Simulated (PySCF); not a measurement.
**Working out the electron affinity of Cl**

Cl⁻ [Ar] (1S) → Cl [Ne] 3s2 3p5 (2P). All numbers are calculated (PySCF 2.14, scalar relativity by spin-free X2C-1e, in aug-cc-pVDZ-DK). Frozen: [Ne]. Energies in hartree (1 hartree = 27.21139 eV):

| part | Cl⁻ (lower) | Cl (upper) |
| --- | --- | --- |
| UHF | -460.970269 | -460.880064 |
| MP2 opposite-spin | -0.115955 | -0.089312 |
| MP2 same-spin | -0.043359 | -0.030112 |

Problem. What does Hartree-Fock give?

Solution. (-460.880064) − (-460.970269) = 0.090205 hartree = 2.455 eV.

Problem. What do MP2 and SCS-MP2 (6/5 opposite-spin, 1/3 same-spin) give?

Solution. The opposite-spin parts differ by 0.725 eV and the same-spin parts by 0.360 eV. MP2: 2.455 + (0.725) + (0.360) = 3.540 eV. SCS-MP2: 2.455 + 1.2 × (0.725) + (0.360)/3 = 3.445 eV.

A first-order spin-orbit estimate adds -0.035 eV to MP2 (valence), giving 3.505 eV against 3.613 eV (measured; photodetachment measurements, as compiled on the Wikipedia data page of electron affinities).

A double-zeta basis recovers only part of the correlation energy.

What remains against the reference includes basis incompleteness, the frozen core and correlation beyond second order.
